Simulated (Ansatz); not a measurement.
# AlClH3: the cost of one run

All numbers below are computed with Ansatz 0.2.0 (UKS PBE-D4/def2-TZVP).

## (1) Starting point

Bond lengths: Al1–H2 1.810 Å, Al1–H3 1.560 Å, Al1–H4 1.560 Å. Angles: H2–Al1–H3 120.0°, H2–Al1–H4 120.0°, H3–Al1–H4 120.0°.

Structure file:

```xyz
5

Al    0.0000    0.0000    0.0000
H     0.0000    0.0000    1.8100
H     1.3510    0.0000   -0.7800
H    -1.3510    0.0000   -0.7800
Cl    0.0000    0.0000    3.4800
```

## (2) A restrained relaxation towards end A

Springs on the bonds that form and break draw the guess towards this end; the thresholds are loose.

The input, input.yaml:

```yaml
crystal:
  periodic: [false, false, false]
  atoms:
    - { symbol: Al, position_ang: [0.0, 0.0, 0.0] }
    - { symbol: H, position_ang: [0.0, 0.0, 1.81] }
    - { symbol: H, position_ang: [1.351, 0.0, -0.78] }
    - { symbol: H, position_ang: [-1.351, 0.0, -0.78] }
    - { symbol: Cl, position_ang: [0.0, 0.0, 3.48] }
magnetization:
  spin_polarized: true
  initial_magnetization: 1
basis:
  gaussian: { orbitals: def2-TZVP }
hamiltonian:
  xc: pbe
  dispersion: d4
relax:
  f_tol: 0.15
  max_steps: 25
  restrain:
    - { distance: [1, 4], at: 2.57, k: 30.0 }
    - { distance: [0, 1], at: 1.56, k: 30.0 }
```

Command:

```console
$ ansatz run input.yaml --threads 4 --pin off --max-ram 5120MiB --backend cpu --events-out ev --progress --plain --runs-dir out
```

Q: Estimate wall time and peak memory on 4 threads of AMD EPYC 9R45 (Zen 5), shared host.

About 3.6 s, with a peak of 0.19 GiB.
